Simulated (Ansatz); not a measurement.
Species: C$_{3}$H$_{7}$O, charge -1, multiplicity 1. It need not be the lowest isomer of its formula. Whether it binds its extra electron was not tested at this geometry. 
Structure (B3LYP-D3(BJ)/def2-TZVP (Ansatz, an electronic-structure program) minimum search):
```
C
O 1 1.3251
H 1 1.1433 2 114.72
C 1 1.5625 3 103.68 2 -123.73
H 4 1.0937 1 108.66 3 68.07
H 4 1.0969 5 107.77 1 -117.90
H 4 1.1015 5 108.79 6 -118.00
C 1 1.5625 3 103.68 2 123.73
H 8 1.0937 1 108.66 3 -68.07
H 8 1.0969 9 107.77 1 117.90
H 8 1.1015 9 108.79 10 118.00
```
Charge -1, spin multiplicity 1.

Total electronic energies in hartree. Correlated levels leave the core frozen unless marked. Spin-orbit coupling is left out. Non-relativistic. 

```
level                            program  energy (Eh)
------------------------  --------------  -----------
revPBE-D3(BJ)/def2-TZVPD  Ansatz + dftd3   -193.78402
revPBE/def2-TZVPD                 Ansatz   -193.76636
PBE0/6-31G*                       Ansatz   -193.48707
MP2/aug-cc-pVDZ                   Ansatz   -193.19939
CCSD/cc-pVDZ                      Ansatz   -193.16721
CCSD(T)/STO-3G                    Ansatz   -190.12446
CCSD(T)/6-31G                     Ansatz   -192.84846
CCSD(T)/cc-pVDZ                   Ansatz   -193.18700
```

Totals of different functionals don't rank their quality; only differences between species are comparable.
